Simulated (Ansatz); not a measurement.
**Si2H4 (triplet): the correlation ladder at distance Si1–H5 along a hydrogen transfer = 1.485 Å, cc-pVDZ**

The task here is to estimate one member of a computed series from the others.

Computed with Ansatz 0.2.0, Gaussian basis. Level: cc-pVDZ, core rule «outside noble gas», up to 10 orbitals frozen.

The runs, in order: UHF; CCSD(T) on ROHF; CCSD(T) on UHF; BCCD(T) on ROHF; CISD; CCSDT(Q) on ROHF; CCSDT(Q) on UHF; CASSCF and MRCISD+Q, 4 electrons in 4 orbitals; CASSCF and NEVPT2, 4 electrons in 4 orbitals.

7 further runs of the same task are left out: 2 for a mislabelled method, 3 that didn't finish, 2 set aside as unsound or not needed.

## What is computed

The geometry derives from fragments relaxed apart (PBE0/def2-TZVP) and kept rigid, so it is no stationary point. A hydrogen atom is moved between rigid fragments.

6 atoms, charge 0, spin multiplicity 3.

Atoms are counted from 1 here; the program's logs count them from 0.

Bond lengths: Si1–H2 1.485 Å, Si1–H3 1.485 Å, Si1–H4 1.485 Å, Si1–H5 1.485 Å. Angles: H2–Si1–H3 109.5°, H2–Si1–H4 109.5°, H2–Si1–H5 109.5°, H3–Si1–H4 109.5°, H3–Si1–H5 109.5°, H4–Si1–H5 109.5°.

Set-up of the first run:

Contents of in.yaml:

```yaml
crystal:
  periodic: [false, false, false]
  atoms:
    - {symbol: Si, position_ang: [-1.576355, 0.000000, 0.000000]}
    - {symbol: H, position_ang: [-2.071227, 1.399708, 0.000000]}
    - {symbol: H, position_ang: [-2.071226, -0.699854, 1.212183]}
    - {symbol: H, position_ang: [-2.071227, -0.699854, -1.212182]}
    - {symbol: H, position_ang: [-0.091740, 0.000000, 0.000000]}
    - {symbol: Si, position_ang: [1.802645, 0.000000, 0.000000]}
basis:
  gaussian: {orbitals: cc-pVDZ}
magnetization: {spin_polarized: true, initial_magnetization: 2}
hamiltonian: {xc: hf}
output: {orbitals: {seedname: orbitals}}
```

Command:

```sh
> ansatz run in.yaml --threads 1 --pin off --events-out ev --progress --plain --max-ram 2393MiB
```

Among the steps run: UHF; CCSD(T) on ROHF; CCSD(T) on UHF; BCCD(T) on ROHF; CISD; CCSDT(Q) on ROHF; CCSDT(Q) on UHF; CASSCF and MRCISD+Q, 4 electrons in 4 orbitals; CASSCF and NEVPT2, 4 electrons in 4 orbitals.

One of the session's tables, all rows but one given; the rest of the session is left out.

```
       method  from UCCSDT(Q) (kcal/mol)
         ROHF                          ?
          UHF                    +139.71
         RMP2                     +33.86
         UMP2                     +34.06
         CISD                     +15.96
        RCCSD                      +3.75
        UCCSD                      +3.68
     RCCSD(T)                      +0.83
     UCCSD(T)                      +0.82
      BCCD(T)                      +0.81
       RCCSDT                      +0.11
       UCCSDT                      +0.10
    RCCSDT(Q)                      +0.01
    UCCSDT(Q)                          0
  CASSCF pair                    +134.05
  NEVPT2 pair                     +33.09
  MRCISD pair                     +14.92
MRCISD+Q pair                      +1.51
```

Q: Estimate the row for ROHF from the others.

**Answer.** from UCCSDT(Q) (kcal/mol): +142.56. In the column «from UCCSDT(Q) (kcal/mol)» it is the highest.

To keep in mind: Restricted and unrestricted rows rest on different reference determinants; where their highest levels disagree by more than a few hundredths of an eV, they describe different states and don't form one ladder.
